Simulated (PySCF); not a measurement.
## Relaxation of singlet H₂SO₂

All numbers come from PySCF, PBE0, basis S def2-TZVP, O def2-TZVP, H def2-TZVP (no relativity, density fitting). A (50,194) grid was used.

A hand-made tetrahedral start, of C2v symmetry, held to at least that symmetry:

Coordinates in bohr (charge 0 multiplicity 1):
```
S     0.0000    0.0000    0.7537
O     0.0000    2.3300   -0.8936
O     0.0000   -2.3300   -0.8936
H     2.0830    0.0000    2.2264
H    -2.0830    0.0000    2.2264
```

(1) What forces act on the atoms at the start (eV/Å)?

(2) What does it relax to?

(3) How much energy is released, and in how many steps?

Results:

(1) 
```
atom     Fx     Fy     Fz
  S1   0.00   0.00  -8.29
  O2   0.00  -2.38   3.47
  O3   0.00   2.38   3.47
  H4  -0.17   0.00   0.67
  H5   0.17   0.00   0.67
```

(2) It ends at C2v with S–H 1.364 Å (×2), S–O 1.429 Å (×2); H–S–H 99.2°, H–S–O 108.0° (×4), O–S–O 123.0°. A frequency run shows a minimum. Other isomers or separated fragments may lie lower.

(3) 68.2 kJ/mol in 5 steps.

The relaxation took about 20 core-seconds on a shared host.
